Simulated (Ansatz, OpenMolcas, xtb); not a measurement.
## BNH3Cl (SMILES NBCl): methods side by side

BNH3Cl has 6 atoms, charge 0, and is taken as a singlet. As SMILES, `NBCl`. Geometry: relaxed at PBE0-D4/def2-TZVP.

Quantity: the vertical energy of the triplet above the singlet, in eV. The values are calculated.

| level | kind | program | value (eV) | CPU time (all runs) |
| --- | --- | --- | --- | --- |
| GFN0-xTB | semi-empirical | xtb | 6.18 | under 2 s |
| SVWN5/aug-cc-pVDZ | LDA | Ansatz | 6.08 | 19 s |
| BLYP/aug-cc-pVDZ | GGA | Ansatz | 6.00 | 46 s |
| r2SCAN/aug-cc-pVDZ | meta-GGA | OpenMolcas | 6.01 | 3.5 min |
| PBE0/aug-cc-pVDZ | global hybrid | OpenMolcas | 6.17 | 2.2 min |
| CAM-B3LYP/aug-cc-pVDZ | range-separated hybrid | Ansatz | 6.39 | 33 s |
| B2PLYP/aug-cc-pVDZ | double hybrid | Ansatz | 6.50 | 45 s |
| RPA@PBE0/aug-cc-pVDZ | RPA | Ansatz | 6.41 | 62 s |
| MP2/aug-cc-pVDZ | perturbation theory | Ansatz | 6.87 | 56 s |

The values span 6.00 to 6.87 eV. GFN0-xTB: no spin polarisation, so open shells miss the exchange term that lowers them. Times are those of the runs behind each value, whatever else they computed, on shared processors of several kinds: orders of magnitude only.
